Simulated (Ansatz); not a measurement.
**HNGe, singlet in cc-pVDZ: errors against RCCSDTQ**

Geometry: a PBE0/def2-TZVP stationary point for this spin, not checked as a minimum.

```xyz
3

Ge    0.0000    0.0000    1.4305
N     0.0000    0.0000   -0.2139
H     0.0000    0.0000   -1.2166
```

Basis cc-pVDZ; Ansatz 0.2.0. Correlated methods freeze the noble-gas cores and the filled d shells of p-block atoms, which leaves 10 electrons in 31 orbitals. R marks a restricted (for open shells ROHF) determinant, U an unrestricted one. Active spaces: valence = (10e, 9o) chosen from the atoms' valence shells. No spin–orbit coupling is included, and no scalar relativity.

Full CI isn't at hand for all of this; RCCSDTQ serves as the reference, and is uncertain by about the last step of the cluster series. The frozen core follows each run's orbitals, which can shift R against U totals by a few meV for light atoms and by up to 0.1 eV past Ca.

- UHF ⟨S²⟩: 0.105
- T1 diagnostic (RCCSD): 0.0285
- largest doubles amplitude (RCCSD): 0.096

```tsv
level	E − E(RHF) (eV)
RMP2	-7.0594
RCCSD	-7.2929
RCCSD(T)	-7.6538
```

Question: Estimate how far RCCSDTQ in cc-pVDZ lies from RCCSD(T). The table doesn't fix it; the size of (T) and the diagnostics are the guide.

Answer: RCCSDTQ in cc-pVDZ lies 1.20 kcal/mol below RCCSD(T), which is 14 % of the (T) step (-8.32 kcal/mol). T1 is raised, RHF is unstable towards spin polarisation, but (T) still catches most of what CCSD lacks. The miss exceeds 1 kcal/mol.

The other levels:

```csv
level,E − E(RCCSDTQ) (kcal/mol),share of correlation (%),wall time
BCCD(T),1.22,99.32,1 s
RCCSDT,0.88,99.50,–
RCCSDT(Q),-0.23,100.13,3.3 s
CASSCF (valence space),88.28,50.32,–
NEVPT2 (valence space),22.99,87.06,3.9 s
MRCISD (valence space),6.43,96.38,–
MRCISD+Q (valence space),1.72,99.03,5.5 s
```

The correlation energy at RCCSDTQ, counted from RHF, is -7.706 eV. That run took 6 s on 2 threads of AMD EPYC 7R13 with a shared H100 80 GB, shared host.

Run but not shown, since their state or frozen core can't be matched to the reference's or they repeat it: UHF.

Times hold each run's SCF and search for its determinant on a shared host, so for small cases they say little of a method's own cost; they ran on 1 thread of AMD EPYC 7R13.

Natural occupations of CASSCF (valence space) about the gap: 1.996 1.980 1.973 1.940 1.940 0.062 0.062 0.026 0.022; effectively unpaired electrons, Σ n²(2−n)², 0.06.

Atomization energy (electronic, same basis, no zero-point term; atoms at the same level, unrestricted beside the R rows where the molecule is a closed shell, but restricted open-shell past Ca, as are all atoms' steps beyond CCSDT(Q)) at RCCSDTQ: 766.2 kJ/mol. Errors of other levels:

```tsv
level	error (kJ/mol)
RHF	-355.1
RMP2	27.1
RCCSD	-34.9
RCCSD(T)	-3.8
BCCD(T)	-3.7
RCCSDT	-3.5
RCCSDT(Q)	1.0
CASSCF (valence space)	-5.9
NEVPT2 (valence space)	-16.7
MRCISD (valence space)	-20.4
MRCISD+Q (valence space)	-13.2
```

This basis is far from its limit, so the value isn't to be set against a measured one. Truncated CI isn't size-consistent, which counts against it in atomization.
